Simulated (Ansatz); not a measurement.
Density of states of TiAu (Pmma, a = 4.588 Å, b = 2.892 Å, c = 4.905 Å, α = 90.00°, β = 90.00°, γ = 90.00°), in states per eV and primitive cell, averaged over bins of 0.4 eV. Level of theory: DFT PBEsol, scalar-relativistic, plane waves, PAW in Ansatz 0.2.0.

Settings: cutoff 420 eV, Γ-centred mesh 10×14×8 on the computed 4-atom cell, Gaussian smearing of 0.10 eV; collinear spin from starting moments 0.51 0.51 0 0 μB.

The cell is relaxed at this level. The states (both spins) are summed by tetrahedra on a 15×21×12 mesh at the self-consistent density. Energies are bin centres; the table starts no lower than −8 eV and ends at 6 eV, or lower where the solved bands end.

It is a metal at this level.

```
E − E_F (eV) total Ti 3d up Ti 3d down Au 5d up Au 5d down Au 6s down Au 6s up
       -7.85   0.58      0.01        0.01      0.02        0.02        0.15      0.15
       -7.45   0.74      0.01        0.01      0.06        0.05        0.19      0.20
       -7.05   1.57      0.06        0.05      0.32        0.26        0.31      0.33
       -6.65   4.44      0.20        0.17      1.61        1.40        0.36      0.35
       -6.25   8.15      0.29        0.27      3.40        3.39        0.24      0.21
       -5.85   7.15      0.22        0.21      3.03        3.19        0.11      0.10
       -5.45   7.05      0.22        0.20      3.08        3.08        0.08      0.08
       -5.05   5.64      0.16        0.14      2.47        2.52        0.07      0.06
       -4.65   7.55      0.24        0.22      3.36        3.39        0.07      0.07
       -4.25   6.07      0.21        0.19      2.59        2.63        0.11      0.12
       -3.85   4.71      0.17        0.16      1.86        1.97        0.15      0.14
       -3.45   2.12      0.17        0.15      0.58        0.60        0.19      0.20
       -3.05   1.48      0.18        0.18      0.26        0.29        0.21      0.18
       -2.65   0.86      0.13        0.12      0.12        0.11        0.10      0.09
       -2.25   0.87      0.15        0.12      0.11        0.10        0.07      0.07
       -1.85   1.18      0.31        0.18      0.13        0.10        0.06      0.06
       -1.45   2.38      0.77        0.57      0.15        0.15        0.07      0.06
       -1.05   2.53      0.91        0.70      0.14        0.10        0.04      0.05
       -0.65   4.18      1.98        0.92      0.22        0.16        0.08      0.07
       -0.25   4.55      2.29        1.32      0.21        0.13        0.04      0.04
        0.15   4.08      1.69        1.62      0.19        0.14        0.03      0.05
        0.55   4.92      1.59        2.44      0.17        0.22        0.05      0.04
        0.95   3.86      1.35        1.92      0.11        0.14        0.03      0.02
        1.35   4.27      2.07        1.68      0.12        0.11        0.03      0.03
        1.75   5.90      3.16        2.09      0.20        0.12        0.03      0.04
        2.15   6.86      2.94        3.15      0.16        0.19        0.04      0.05
        2.55   4.31      1.00        2.58      0.05        0.13        0.05      0.06
        2.95   2.07      0.48        0.85      0.03        0.04        0.06      0.08
        3.35   1.76      0.36        0.59      0.02        0.03        0.08      0.09
        3.75   1.74      0.36        0.39      0.02        0.02        0.11      0.14
        4.15   1.76      0.24        0.40      0.01        0.01        0.16      0.15
        4.55   1.49      0.15        0.29      0.01        0.01        0.12      0.10
```

The columns after the total are the main Löwdin projections on the occupied valence shells of the potentials; 2 others are left out. The rest of the total lies in those, in shells that are empty in the free atom, which aren't projected, and between the atoms.

Spin-orbit coupling is left out, which matters for the bands of heavy elements.

Only this magnetic start was tried.

Whether TiAu exists in this form wasn't checked.

Cost: 1 run of about 6.9 core-minutes, on Intel Xeon Processor @ 2.50GHz (Skylake/Cascade Lake) (shared hosts).